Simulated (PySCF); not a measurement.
**ClH₄⁺ at several levels of theory**

All levels use the PBE0 minimum (singlet; Cl–H 1.363 Å (×4); H–Cl–H 90.0° (×4), H–Cl–H 180.0° (×2)), basis [Cl def2-TZVP, H def2-TZVP], no relativity, density fitting, no spin–orbit coupling, PySCF. For vertical energies the ionised species is a doublet (spins chosen at PBE0 and kept) and the electron-attached one a doublet. Open shells are unrestricted, also as the reference of the correlated levels. A dash marks a value that was not computed or is not defined at that level.

```xyz
5
charge 1 multiplicity 1, angstrom
Cl    0.0000    0.0000    0.0000
H     0.0000    1.3627    0.0000
H     0.0000   -1.3627    0.0000
H     1.3627    0.0000    0.0000
H    -1.3627    0.0000    0.0000
```

| level | vertical IP (eV) | vertical EA (eV) | −ε(HOMO) (eV) | gap (eV) |
| --- | --- | --- | --- | --- |
| PBE0 | 17.73 | 6.84 | 14.84 | 5.64 |
| HF | 16.74 | 6.04 | 17.46 | 11.87 |
| PBE | 17.76 | 6.91 | 13.75 | 3.50 |
| r2SCAN | 17.66 | 6.92 | 13.92 | 3.89 |
| B3LYP | 17.84 | 6.99 | 14.74 | 5.15 |
| TPSSh | 17.75 | 6.87 | 14.34 | 4.62 |
| MP2 | 17.61 | 6.56 | – | – |
| wB97X | 17.78 | 6.56 | 17.14 | 10.33 |
| MN15 | 17.72 | 6.57 | 15.39 | 7.05 |
